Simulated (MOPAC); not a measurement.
MOPAC input (AM1):

```
AM1 1SCF UHF MS=0.5 GEO-OK AUX(PRECISION=9) THREADS=1
CHF2

C     0.03744685 1    0.00324337 1    0.50825858 1
F    -0.03836255 1    1.09650981 1   -0.24435931 1
F    -0.08494317 1   -1.09763667 1   -0.22692580 1
H     0.88507040 1   -0.00931849 1    1.19201449 1
```

Output:

```
 *******************************************************************************
 **                                                                           **
 **                              MOPAC v23.2.5                                **
 **                                                                           **
 *******************************************************************************
 ** MOPAC's Digital Object Identifier: https://doi.org/10.5281/zenodo.6511958 **
 **                                                                           **
 ** Please cite the open-source release paper for use of this MOPAC version:  **
 ** J. E. Moussa and J. J. P. Stewart (2026)                                  **
 ** MOPAC: An open-source semiempirical molecular orbital program             **
 ** J. Open Source Softw., 11(119), 8025, https://doi.org/10.21105/joss.08025 **
 *******************************************************************************

                              AM1 CALCULATION RESULTS

 *******************************************************************************
 *  AM1        - The AM1 Hamiltonian to be used
 *  GEO-OK     - OVERRIDE INTERATOMIC DISTANCE AND OTHER SAFETY CHECKS
 *  UHF        - UNRESTRICTED HARTREE-FOCK CALCULATION
 *  MS=        - IN MECI, MAGNETIC COMPONENT OF SPIN =  0.5
 *  1SCF       - DO 1 SCF AND THEN STOP
 *  AUX        - OUTPUT AUXILIARY INFORMATION
 *******************************************************************************
AM1 1SCF UHF MS=0.5 GEO-OK AUX(PRECISION=9) THREADS=1
 CHF2

   ATOM   CHEMICAL          X               Y               Z
  NUMBER   SYMBOL      (ANGSTROMS)     (ANGSTROMS)     (ANGSTROMS)

     1       C          0.03744685  *   0.00324337  *   0.50825858  *
     2       F         -0.03836255  *   1.09650981  *  -0.24435931  *
     3       F         -0.08494317  *  -1.09763667  *  -0.22692580  *
     4       H          0.88507040  *  -0.00931849  *   1.19201449  *

          CARTESIAN COORDINATES

    NO.       ATOM           X           Y           Z

     1         C          0.0374      0.0032      0.5083
     2         F         -0.0384      1.0965     -0.2444
     3         F         -0.0849     -1.0976     -0.2269
     4         H          0.8851     -0.0093      1.1920

  H: (AM1): M.J.S. DEWAR ET AL, J. AM. CHEM. SOC. 107 3902-3909 (1985)
  C: (AM1): M.J.S. DEWAR ET AL, J. AM. CHEM. SOC. 107 3902-3909 (1985)
  F: (AM1): M.J.S. DEWAR AND E. G. ZOEBISCH, THEOCHEM, 180, 1 (1988).

           Empirical Formula: C H F2  =     4 atoms

      MOLECULAR POINT GROUP   :   Cs

          UHF CALCULATION, NO. OF ALPHA ELECTRONS =   10
                           NO. OF BETA  ELECTRONS =    9

 -------------------------------------------------------------------------------
 AM1 1SCF UHF MS=0.5 GEO-OK AUX(PRECISION=9) THREADS=1
 CHF2

     1SCF WAS SPECIFIED, SO BFGS WAS NOT USED
     SCF FIELD WAS ACHIEVED

                              AM1 CALCULATION
                                                       MOPAC v23.2.5 Linux

          FINAL HEAT OF FORMATION =        -87.70565 KCAL/MOL =    -366.96044 KJ/MOL

          COSMO AREA              =         70.25 SQUARE ANGSTROMS
          COSMO VOLUME            =         51.59 CUBIC ANGSTROMS

          IONIZATION POTENTIAL    =         10.220944 EV
          ALPHA SOMO LUMO (EV)    =        -10.221  2.598
          BETA  SOMO LUMO (EV)    =        -13.648  0.256
          NO. OF ALPHA ELECTRONS  =         10
          NO. OF BETA  ELECTRONS  =          9
          MOLECULAR WEIGHT        =         51.0157         POINT GROUP:  Cs

          MOLECULAR DIMENSIONS (Angstroms)

            Atom       Atom       Distance
            F     3    F     2     2.19471
            H     4    F     2     1.71306
            H     4    C     1     0.32861

          SCF CALCULATIONS        =          1

   ATOM   CHEMICAL          X               Y               Z
  NUMBER   SYMBOL      (ANGSTROMS)     (ANGSTROMS)     (ANGSTROMS)

     1       C          0.03744685  *   0.00324337  *   0.50825858  *
     2       F         -0.03836255  *   1.09650981  *  -0.24435931  *
     3       F         -0.08494317  *  -1.09763667  *  -0.22692580  *
     4       H          0.88507040  *  -0.00931849  *   1.19201449  *

                             CARTESIAN COORDINATES

   1    C        0.037446850     0.003243370     0.508258580
   2    F       -0.038362550     1.096509810    -0.244359310
   3    F       -0.084943170    -1.097636670    -0.226925800
   4    H        0.885070400    -0.009318490     1.192014490

           Empirical Formula: C H F2  =     4 atoms

      MOLECULAR POINT GROUP   :   Cs

          ALPHA EIGENVALUES
 -51.75134 -49.65474 -26.74358 -19.24182 -18.73288 -17.99065 -15.60337 -14.81980
 -13.83535 -10.22094   2.59830   3.85237   4.11509

           BETA EIGENVALUES
 -51.28219 -49.27268 -25.72810 -18.90557 -18.48186 -16.90892 -14.81930 -14.69278
 -13.64773   0.25641   2.87526   4.55426   4.86492

              NET ATOMIC CHARGES AND DIPOLE CONTRIBUTIONS

  ATOM NO.   TYPE          CHARGE      No. of ELECS.   s-Pop       p-Pop
    1          C           0.099224        3.9008     1.32093     2.57984
    2          F          -0.118135        7.1181     1.90884     5.20930
    3          F          -0.118135        7.1181     1.90884     5.20930
    4          H           0.137046        0.8630     0.86295
 DIPOLE           X         Y         Z       TOTAL
 POINT-CHG.     0.670    -0.004     1.294     1.458
 HYBRID         0.418    -0.011    -0.326     0.530
 SUM            1.088    -0.015     0.969     1.457

          ATOMIC ORBITAL ELECTRON POPULATIONS

     Atom    s        px        py        pz
    1  C   1.32093   1.02061   0.69130   0.86793
    2  F   1.90884   1.91419   1.53588   1.75924
    3  F   1.90884   1.91102   1.53023   1.76805
    4  H   0.86295

                    (SZ)    =    0.500000
                    (S**2)  =    0.753102

          ATOMIC ORBITAL SPIN POPULATIONS

    Atom   Total    s     px     py     pz
         Atomic
    1  C  0.8023  0.128  0.514  0.012  0.148
    2  F  0.0869  0.002  0.066 -0.012  0.031
    3  F  0.0869  0.002  0.064 -0.010  0.031
    4  H  0.0239  0.024

 **********************
 *                    *
 * JOB ENDED NORMALLY *
 *                    *
 **********************

 == MOPAC DONE ==
```
